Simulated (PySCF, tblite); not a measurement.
**C₄H₅F₂ radical: geometry, infrared bands and EPR parameters**

Wanted: the infrared bands and EPR parameters of C₄H₅F₂ radical (`C/C(=[C]/F)CF`), by calculation.

Computed with tblite 0.8.0 and PySCF 2.14.0, with density-fitted response routines of our own, on a single molecule in the gas phase. Atoms are numbered from 0 throughout.

## Step 1: The starting structure

11 atoms, charge 0, multiplicity 2; geometry from: force field or distance geometry start.

Bonds of the start (Å): C0–C1 1.51, C1–C2 1.32, C2–F3 1.38, C1–C4 1.51, C4–F5 1.40, C0–H6 1.11, C0–H7 1.10, C0–H8 1.12, C4–H9 1.10, C4–H10 1.11.

## Step 2: Optimising the geometry with GFN2-xTB

What the job is given:

```
{"job": {"kind": "relax", "xc": "GFN2-xTB", "basis": "xTB"}, "charge": 0, "multiplicity": 2}
C      1.438000    -0.136700    -0.109300
C      0.007900     0.336300    -0.135700
C     -0.214900     1.533300    -0.641900
F     -1.484100     2.072200    -0.721600
C     -1.100600    -0.516600     0.423000
F     -1.113500    -1.704500    -0.325700
H      1.442100    -1.221500     0.136300
H      1.873800     0.040000    -1.104200
H      2.048800     0.362500     0.679200
H     -0.825900    -0.783000     1.452200
H     -2.066100     0.020600     0.321800
```

On the command line:

```sh
OMP_NUM_THREADS=1 python probes_run.py task.json out
```

The driver reads the jobs from task.json and runs them one after another.

The program printed:

```text
step      E/eV     max force
  0    -556.28338    2.301
  1    -556.43402    0.739
  2    -556.47167    0.819
  3    -556.48995    0.493
  4    -556.50075    0.268
  5    -556.50613    0.194
  6    -556.51024    0.176
  7    -556.51278    0.142
  8    -556.51477    0.131
  9    -556.51634    0.097
 10    -556.51761    0.089
 11    -556.51860    0.077
 12    -556.51949    0.087
 13    -556.52048    0.101
 14    -556.52172    0.122
 15    -556.52300    0.113
 16    -556.52388    0.077
 17    -556.52437    0.063
 18    -556.52472    0.061
 19    -556.52503    0.059
 20    -556.52527    0.042
 21    -556.52542    0.040
 22    -556.52555    0.037
 23    -556.52574    0.053
 24    -556.52605    0.065
 25    -556.52648    0.073
 26    -556.52708    0.080
 27    -556.52798    0.100
 28    -556.52950    0.131
 29    -556.53188    0.160
 30    -556.53468    0.167
 31    -556.53726    0.157
 32    -556.53695    0.347
 33    -556.54124    0.148
 34    -556.54317    0.132
 35    -556.54700    0.276
 36    -556.54892    0.132
 37    -556.55003    0.119
 38    -556.55074    0.325
 39    -556.55404    0.102
 40    -556.55564    0.084
 41    -556.55935    0.139
 42    -556.56029    0.082
 43    -556.56115    0.076
 44    -556.56222    0.072
 45    -556.56304    0.060
 46    -556.56358    0.060
 47    -556.56388    0.046
 48    -556.56403    0.036
 49    -556.56417    0.030
 50    -556.56428    0.029
 51    -556.56436    0.026
 52    -556.56441    0.024
 53    -556.56445    0.018
 54    -556.56452    0.023
 55    -556.56458    0.028
 56    -556.56463    0.023
 57    -556.56468    0.016
 58    -556.56471    0.014
 59    -556.56474    0.013
 60    -556.56476    0.012
 61    -556.56478    0.010
```

Wall time 0.19 s (1 thread of Arm Neoverse V2, shared host).

Along the way: (not every step is listed)

```csv
step,energy from step 0 (eV),largest force (eV/Å)
0,0.0000,2.3014
1,-0.1506,0.7393
2,-0.1883,0.8195
3,-0.2066,0.4932
4,-0.2174,0.2680
5,-0.2228,0.1945
6,-0.2269,0.1756
7,-0.2294,0.1421
8,-0.2314,0.1312
12,-0.2361,0.0871
16,-0.2405,0.0774
20,-0.2419,0.0422
24,-0.2427,0.0654
28,-0.2461,0.1310
32,-0.2536,0.3466
36,-0.2655,0.1324
40,-0.2723,0.0838
44,-0.2788,0.0723
48,-0.2807,0.0361
52,-0.2810,0.0236
56,-0.2812,0.0225
57,-0.2813,0.0158
58,-0.2813,0.0142
59,-0.2814,0.0133
60,-0.2814,0.0116
61,-0.2814,0.0096
```

Close pairs (by a distance rule), those that changed most:

```csv
bond,before (Å),after (Å),change (Å)
C2–F3,1.381,1.323,-0.058
C4–F5,1.404,1.369,-0.035
C0–H8,1.115,1.089,-0.026
C0–H6,1.112,1.089,-0.024
C1–C4,1.506,1.528,+0.021
C4–H10,1.110,1.093,-0.016
C0–H7,1.100,1.085,-0.016
C1–C2,1.319,1.303,-0.016
```

The next job starts from the end point, and lists it.

## Step 3: Harmonic vibrations with GFN2-xTB

What the job is given:

```
{"job": {"kind": "ir", "xc": "GFN2-xTB", "basis": "xTB"}, "charge": 0, "multiplicity": 2}
C      1.406597    -0.169217    -0.161223
C      0.011939     0.375349    -0.198562
C     -0.310604     1.481989    -0.805978
F     -1.469052     2.109847    -0.925225
C     -1.033803    -0.476792     0.518159
F     -1.022023    -1.754735     0.026231
H      1.412889    -1.183217    -0.557103
H      2.077005     0.449537    -0.747995
H      1.763327    -0.206624     0.867201
H     -0.788990    -0.543834     1.584500
H     -2.041860    -0.079632     0.374032
```

The program printed:

```text
mode    cm-1     km/mol
  1      55.9      7.16
  2     135.8      0.15
  3     176.2      1.29
  4     230.6      5.39
  5     283.0      0.50
  6     351.4      4.25
  7     491.5      5.08
  8     539.1      2.85
  9     814.8      8.18
 10     918.4      2.39
 11    1001.0     15.36
 12    1034.4    124.31
 13    1044.5      4.97
 14    1152.4     77.05
 15    1172.4     48.11
 16    1206.6     96.45
 17    1292.8      8.12
 18    1396.2      7.73
 19    1416.9      0.69
 20    1466.2      7.69
 21    1470.8      5.03
 22    1781.4    102.00
 23    2924.6     20.58
 24    2972.3     17.26
 25    3011.5     19.29
 26    3029.7      9.20
 27    3072.3     14.56
```

Run time: 0.15 s. Hardware: 1 thread of Arm Neoverse V2, shared host.

Which atoms move in the most intense modes:

```csv
cm⁻¹,km/mol,atoms
1034,124.3,"C4 54 %, F5 37 %"
1152,77.0,"C1 28 %, C2 23 %, F3 15 %, H7 11 %"
1172,48.1,"C1 42 %, C0 13 %, H10 11 %, H9 10 %"
1207,96.5,"H9 52 %, H10 17 %"
1781,102.0,"C2 50 %, C1 46 %"
2925,20.6,H9 93 %
2972,17.3,H10 93 %
3012,19.3,"H8 80 %, H6 12 %"
```

## Step 4: g tensor and hyperfine couplings: B3LYP/pcH-1

The job, as its differences from that of step 3:

```diff
@@ -1,2 +1,2 @@
-{"job": {"kind": "ir", "xc": "GFN2-xTB", "basis": "xTB"}, "charge": 0, "multiplicity": 2}
+{"job": {"kind": "epr", "basis": "pcH-1"}, "charge": 0, "multiplicity": 2}
 C      1.406597    -0.169217    -0.161223
```

Method: UKS B3LYP, pcH-1 on C F H, non-relativistic, mean-field spin-orbit, GIAO.

The program printed:

```text
UKS, coarse grid
  cycle   1  E = -354.95168072  |g| = 4.60e-01
  cycle   2  E = -354.85548977  |g| = 7.10e-01
  cycle   3  E = -355.02377825  |g| = 7.21e-02
  cycle   4  E = -355.02570864  |g| = 3.75e-02
  cycle   5  E = -355.02638261  |g| = 1.38e-02
  cycle   6  E = -355.02647900  |g| = 5.79e-03
  cycle   7  E = -355.02650540  |g| = 2.08e-03
  cycle   8  E = -355.02651508  |g| = 1.50e-03
  cycle   9  E = -355.02651850  |g| = 6.80e-04
UKS, final grid
  cycle   1  E = -355.02644072  |g| = 9.58e-04
  cycle   2  E = -355.02644046  |g| = 1.54e-03
  cycle   3  E = -355.02644115  |g| = 1.38e-04
  cycle   4  E = -355.02644119  |g| = 1.18e-04
  cycle   5  E = -355.02644122  |g| = 4.15e-05
  cycle   6  E = -355.02644122  |g| = 1.05e-05
E = -355.02644122 Eh   <S^2> = 0.7592 (exact 0.7500)
g shifts (ppm)      1          2          3
  rmc          -222       -222       -222
  gc             23         34        -21
  oz_so        -169        207       2317
  total        -367         19       2074
hyperfine (MHz)  atom isotope    a_iso     a_fc   dipolar eigenvalues
    0   13C      19.90      19.90     -2.36     -2.18      4.55
    1   13C      70.79      70.79    -24.80     -2.00     26.79
    2   13C     549.60     549.60    -78.66    -51.70    130.36
    3   19F     384.58     384.58   -283.38   -216.98    500.36
    4   13C      47.18      47.18     -6.59     -5.94     12.53
    5   19F      -0.68      -0.68    -26.16    -15.70     41.86
    6    1H      -8.49      -8.49     -2.12     -1.97      4.09
    7    1H      -2.00      -2.00     -5.12     -3.59      8.71
    8    1H      -9.84      -9.84     -2.36     -2.01      4.37
    9    1H       2.66       2.66     -3.30     -1.25      4.55
   10    1H      -5.48      -5.48     -4.84     -0.68      5.52
```

Wall time 29 s (1 thread of Arm Neoverse V2, shared host); peak memory 0.79 GiB.

Principal g values 2.00195, 2.00234, 2.00439; g(iso) = 2.00289, against 2.00232 for a free electron.

Hyperfine couplings; where a row names several nuclei, a(iso) is their mean (it holds for fast rotation or exchange) and the dipolar term the largest among them:

```csv
nuclei,isotope,a(iso) (MHz),"a(iso) (G, at g = 2.0023)",largest dipolar term (MHz)
C2,13C,549.6,196.1,130.4
F3,19F,384.6,137.2,500.4
C1,13C,70.8,25.3,26.8
C4,13C,47.2,16.8,12.5
C0,13C,19.9,7.1,4.5
"H6, H7, H8",1H,-6.8,-2.4,8.7
"H9, H10",1H,-1.4,-0.5,5.5
F5,19F,-0.7,-0.2,41.9
```

Mulliken spin populations:

```csv
atom,value (e)
C0,0.02
C1,-0.12
C2,0.95
F3,0.08
C4,0.06
F5,0.01
H6,0.00
H7,0.00
H8,0.00
H9,0.00
H10,0.00
```

In first order the couplings over 0.8 MHz of 19F, 1H give 24 distinct lines over 145.5 G, if the averaged nuclei exchange fast.

Orbitals, density, ELF and potential are computed afterwards from the orbital file.

ELF in a plane through or near 7 of the atoms.

Values, 10 rows by 14 columns:
```
0.00 0.00 0.00 0.00 0.00 0.00 0.00 0.00 0.00 0.00 0.00 0.00 0.00 0.00
0.00 0.00 0.00 0.00 0.00 0.00 0.00 0.00 0.00 0.00 0.00 0.00 0.00 0.00
0.00 0.00 0.00 0.00 0.00 0.00 0.00 0.06 0.08 0.01 0.00 0.00 0.00 0.00
0.00 0.00 0.00 0.02 0.07 0.04 0.02 0.16 0.25 0.13 0.08 0.08 0.00 0.00
0.00 0.00 0.01 0.17 0.64 0.58 0.11 0.57 0.41 0.88 1.00 0.99 0.08 0.00
0.00 0.00 0.07 0.56 0.45 0.18 0.87 0.36 0.60 0.26 0.62 0.35 0.01 0.00
0.00 0.01 0.48 0.99 1.00 0.55 0.32 0.83 0.54 0.32 0.50 0.12 0.00 0.00
0.00 0.00 0.02 0.53 0.24 0.03 0.83 0.90 0.60 0.39 0.81 0.32 0.00 0.00
0.00 0.00 0.00 0.00 0.00 0.03 0.63 0.46 0.05 0.45 0.29 0.04 0.00 0.00
0.00 0.00 0.00 0.00 0.00 0.00 0.00 0.00 0.00 0.00 0.00 0.00 0.00 0.00
```
The map spans 9.2 Å across and 9.4 Å up, centred on the molecule. Atoms in the plane (x, y in Å): C0 (-1.4, -0.1), C1 (0.0, -0.4), C2 (0.5, -1.6), F3 (1.7, -2.1), C4 (1.0, 0.8), H7 (-2.0, -1.0), H10 (2.0, 0.5).

log10 of the density (e/Å³) in the same plane.

Values, 10 rows by 14 columns:
```
-4.0 -4.0 -4.0 -4.0 -4.0 -4.0 -4.0 -4.0 -4.0 -4.0 -4.0 -4.0 -4.0 -4.0
-4.0 -4.0 -4.0 -4.0 -4.0 -4.0 -4.0 -3.8 -3.7 -4.0 -4.0 -4.0 -4.0 -4.0
-4.0 -4.0 -4.0 -3.9 -3.6 -3.5 -2.7 -1.8 -1.6 -2.1 -3.0 -3.6 -4.0 -4.0
-4.0 -4.0 -3.2 -2.4 -1.9 -1.9 -1.6 -0.7 -0.3 -0.8 -1.6 -2.3 -3.3 -4.0
-4.0 -3.3 -2.4 -1.2 -0.3 -0.3 -0.8 -0.1  1.3  0.3 -0.1 -1.2 -2.6 -3.9
-4.0 -2.9 -2.0 -0.7  0.2  0.9  0.3  1.1 -0.1 -0.8 -1.1 -1.7 -3.0 -4.0
-4.0 -3.0 -2.0 -0.7  0.1 -0.5 -0.4  0.4  0.1 -0.4 -0.8 -1.6 -3.2 -4.0
-4.0 -3.8 -2.9 -2.1 -1.8 -1.8 -0.9  0.0  0.0  1.0  0.5 -1.0 -2.9 -4.0
-4.0 -4.0 -4.0 -3.9 -3.4 -2.8 -2.0 -1.7 -1.5 -1.0 -1.2 -2.1 -3.9 -4.0
-4.0 -4.0 -4.0 -4.0 -4.0 -4.0 -3.7 -3.4 -3.5 -3.5 -3.9 -4.0 -4.0 -4.0
```
The map spans 9.2 Å across and 9.4 Å up, centred on the molecule. Atoms in the plane (x, y in Å): C0 (-1.4, -0.1), C1 (0.0, -0.4), C2 (0.5, -1.6), F3 (1.7, -2.1), C4 (1.0, 0.8), H7 (-2.0, -1.0), H10 (2.0, 0.5).

On the surface of density 0.002 e/bohr³ the electrostatic potential runs, from the 1st to the 99th percentile, from -0.92 V near F5 to 1.03 V near H9.

The spin density lies nearest to C2 72 %; F3 11 %; C1 8 % (both signs).

## Step 5: Results

| quantity | value |
| --- | --- |
| strongest single infrared mode (GFN2-xTB) | 1034 cm⁻¹, 124 km/mol |
| zero-point energy (GFN2-xTB) | 49.2 kcal/mol |
| g(iso) (B3LYP) | 2.00289 |
| ⟨S²⟩ | 0.759 (exact 0.75) |
| largest a(iso) (averaged by class) | 13C on C2, 549.6 MHz |
| surface potential, 1st and 99th percentile | -0.92 V and 1.03 V |

Relaxing lowered the energy by 0.281 eV in 61 steps; the close pair that moved most is C2–F3, from 1.381 to 1.323 Å. All 27 modes are real, so the xTB geometry is a minimum. The strongest single mode, at 1034 cm⁻¹, moves mainly C4 and F5. GFN2-xTB is a fitted tight-binding method: band positions and strengths are rough. Its intensities can rank the bands wrongly. Most of the unpaired spin sits on C2 (0.95 e). The isotropic g lies 0.6 ppt above the free-electron value.
